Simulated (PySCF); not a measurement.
# LiH₂S+, an ion with solvent molecules: interaction energy

An exercise on one series of results from a longer session: the logs are not shown, and one member is left open.

Programs: PySCF 2.14.0. All values are calculated, for the isolated system unless a continuum is named. Atoms count from 0, parts from 1.

## Starting point

4 atoms, charge 1, multiplicity 1; geometry: GFN2-xTB. Parts: 1 = atom 0, `[Li+]`, charge 1; 2 = atoms 1–3, `S`, charge 0.

The first run:

The job: settings as JSON, then the geometry in Å.

```
{"job": {"xc": "PBE0", "basis": "def2-TZVPD", "d3": "d3bj", "grid": 3, "kind": "geom", "shake": 0.01}, "charge": 1, "multiplicity": 1, "parts": [{"atoms": "0-0", "charge": 1, "multiplicity": 1}, {"atoms": "1-3", "charge": 0, "multiplicity": 1}]}
Li     0.185988    -0.266409     0.042926
S      0.473445     1.475804    -1.627562
H      0.500002     1.001151    -2.874912
H     -0.591828     2.184503    -1.867065
```

Launch:

```
$ OMP_NUM_THREADS=1 python cluster_run.py task.json out
```

This one command runs all jobs of the session in turn.

Steps of the session up to this table: Geometry optimisation at PBE0-D3(BJ)/def2-TZVPD; Coupled-cluster interaction energy: CCSD(T) and MP2, 2.40 Å; Coupled-cluster interaction energy: CCSD(T) and MP2, 2.52 Å; Coupled-cluster interaction energy: CCSD(T) and MP2, 2.64 Å; Coupled-cluster interaction energy: CCSD(T) and MP2, 2.28 Å; Coupled-cluster interaction energy: CCSD(T) and MP2, 3.00 Å; Coupled-cluster interaction energy: CCSD(T) and MP2, 2.16 Å; Coupled-cluster interaction energy: CCSD(T) and MP2, 3.60 Å; Coupled-cluster interaction energy: CCSD(T) and MP2, 4.79 Å.

One of the session's tables, all rows but one given; the rest of the session is left out.

It belongs to the step «Coupled-cluster interaction energy: CCSD(T) and MP2, 4.79 Å». 

```
                 method  interaction energy (kcal/mol)
         HF/aug-cc-pVDZ                          -4.43
        MP2/aug-cc-pVDZ                          -4.37
       CCSD/aug-cc-pVDZ                          -4.29
    CCSD(T)/aug-cc-pVDZ                          -4.29
         HF/aug-cc-pVQZ                          -4.32
        MP2/aug-cc-pVQZ                          -4.25
    SCS-MP2/aug-cc-pVQZ                              ?
      MP2, extrapolated                          -4.25
CCSD(T), limit estimate                          -4.16
```

Estimate the missing values for SCS-MP2/aug-cc-pVQZ.

The run gave: interaction energy (kcal/mol): -4.23. In the column «interaction energy (kcal/mol)» it lies between MP2, extrapolated (-4.25) and CCSD(T), limit estimate (-4.16).
